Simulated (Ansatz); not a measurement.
CH7Si2 (`C[SiH2][SiH2]`) radical. Total charge 0; spin multiplicity 2. The geometry is a stationary point of PBE0-D4/def2-TZVP.

```xyz
10

C     0.409   -1.381   -0.651
Si   -0.090   -0.196    0.713
Si   -0.721    1.860   -0.180
H     0.703   -2.346   -0.231
H     1.255   -0.985   -1.217
H    -0.419   -1.546   -1.344
H     1.038   -0.030    1.678
H    -1.252   -0.731    1.477
H    -1.229    2.855    0.805
H     0.305    2.501   -1.050
```

Problem. What is the dipole moment at ωB97M-V/def2-TZVPP? (An estimate is asked.)

Solution. The calculation gave: 0.97 D, with components (0.20, -0.80, -0.51) D in this frame, pointing from negative to positive charge.

Problem. And with PBE, r2SCAN, B3LYP? (Estimate.)

Solution. Ansatz gave: PBE 1.00 D, r2SCAN 1.01 D, B3LYP 0.96 D.

Problem. Give the Mulliken charges with ωB97M-V, r2SCAN, B3LYP in def2-TZVPP. (Best estimate.)

Solution. Computed: 
```tsv
atom	ωB97M-V	r2SCAN	B3LYP
C1	-0.45	-0.30	-0.39
Si2	0.18	0.26	0.26
Si3	-0.03	0.05	0.04
H4	0.13	0.08	0.11
H5	0.13	0.08	0.11
H6	0.13	0.08	0.11
H7	-0.03	-0.08	-0.07
H8	-0.03	-0.08	-0.07
H9	-0.01	-0.05	-0.05
H10	-0.01	-0.05	-0.05
```

B3LYP here is the variant with VWN-RPA as its local correlation; programs differ in this.
